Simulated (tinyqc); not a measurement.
Worked calculation: UKS/LDA (PW92) in the sto-3g basis, for NH, spin multiplicity 3. Computed by tinyqc, a small Python program that keeps every step (integrals from PySCF). Settings: charge = 0, multiplicity = 3, basis = sto-3g, energy threshold = 1e-08, iteration cap = 61, orthogonalisation = canonical, start = random, DIIS depth = 0, method = UKS, functional = lda,pw, grid = [30, 86]. Command: `OMP_NUM_THREADS=1 python tinyqc.py 20295 20296 out.jsonl` (the two numbers bound the seeds that draw the settings). One thread of a shared host (Intel(R) Xeon(R) Processor @ 2.60GHz), about 1 s of CPU time with the checks.

Geometry (angstrom):
```
atom,x,y,z
N,0.000000,0.000000,0.000000
H,0.000000,0.000000,1.201000
```

Stop when the energy changes by less than 1e-08 hartree and every element of the error matrix X^T (F D S - S D F) X (for each spin) is below 3e-05.

Course of the cycle:
```
iteration,E (hartree),change,largest element of the error matrix
1,-43.87438859,-,4.06e+00
2,-53.54077532,-9.67e+00,2.62e-01
3,-53.73366681,-1.93e-01,2.21e-01
4,-53.82061638,-8.69e-02,2.09e-01
5,-53.83456461,-1.39e-02,1.88e-01
6,-53.86839928,-3.38e-02,1.82e-01
7,-53.86687528,1.52e-03,1.70e-01
8,-53.88755545,-2.07e-02,1.69e-01
9,-53.88203692,5.52e-03,1.60e-01
10,-53.89734738,-1.53e-02,1.61e-01
11,-53.89030074,7.05e-03,1.55e-01
12,-53.90291964,-1.26e-02,1.57e-01
13,-53.89516373,7.76e-03,1.51e-01
14,-53.90628113,-1.11e-02,1.54e-01
...,...,...,...
48,-53.91223163,-8.68e-03,1.49e-01
49,-53.90355639,8.68e-03,1.45e-01
50,-53.91223336,-8.68e-03,1.49e-01
51,-53.90355798,8.68e-03,1.45e-01
52,-53.91223450,-8.68e-03,1.49e-01
53,-53.90355903,8.68e-03,1.45e-01
54,-53.91223526,-8.68e-03,1.49e-01
55,-53.90355973,8.68e-03,1.45e-01
56,-53.91223576,-8.68e-03,1.49e-01
57,-53.90356019,8.68e-03,1.45e-01
58,-53.91223610,-8.68e-03,1.49e-01
59,-53.90356050,8.68e-03,1.45e-01
60,-53.91223632,-8.68e-03,1.49e-01
61,-53.90356070,8.68e-03,1.45e-01
```

Can the last value be used, and what does the course show?

Not by the stop rule. Not converged within the cap of 61 iterations: the residual has stopped falling: the iteration swings between two states. Reruns (cap 100 unless said): DIIS 8: converged in 9; damping 0.5: converged in 31; level shift 0.5: converged in 26; atomic densities as start, DIIS 8: converged in 8; the original settings with a cap of 400: not converged. PySCF UKS in the same basis, fine grid, after a stability check = -54.00102397 hartree, which differs from a converged run on this coarse grid by the grid error.
